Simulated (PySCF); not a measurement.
Gas-phase reaction: 2 SiOF2 + 2 F2 = 2 SiF4 + O2

Energies from PySCF, thermal terms from the rigid-rotor harmonic-oscillator model, ideal gas at 1 bar. † marks an energy on the PBE0/def2-TZVP geometry and frequencies; other levels use their own. MP2 and CCSD(T) freeze the core. 6-31G* has spherical d functions here. Open shells (unrestricted): O2 (multiplicity 3); the rest are closed-shell singlets. SiOF2: computed as isolated molecules; such fragments, hydroxides, amides, oligomers or adducts are transient or little studied in the gas. MP2 isn't extrapolated to the basis-set limit; its ΔH°(298 K) is -1431.8 kJ in def2-SVP and -1442.5 kJ in def2-TZVPP. CCSD(T) isn't extrapolated to the basis-set limit; its ΔH°(298 K) is -1393.7 kJ in def2-SVP and -1417.1 kJ in def2-TZVPP. The harmonic model lacks anharmonicity and excited electronic states, which grow with temperature; levels with a mode under 35 cm⁻¹ are left out.

| level | ΔE electronic, kJ | ΔH°(298 K), kJ | ΔS°(298 K), J/K | ΔG°(1200 K), kJ |
|---|---|---|---|---|
| CCSD(T)/def2-SVP† | -1402 | -1394 | -186 | -1176 |
| CCSD(T)/def2-TZVPP† | -1426 | -1417 | -186 | -1199 |
| HF/6-31G* | -1643 | -1634 | -186 | -1417 |
| MP2/def2-SVP† | -1441 | -1432 | -186 | -1214 |
| MP2/def2-TZVPP† | -1451 | -1443 | -186 | -1225 |
| PBE/def2-TZVP† | -1332 | -1324 | -186 | -1106 |
| ωB97X-V/def2-TZVP† | -1440 | -1431 | -186 | -1213 |
ΔH° is lowest at HF/6-31G* and highest at PBE/def2-TZVP†. No reference value is set beside these.
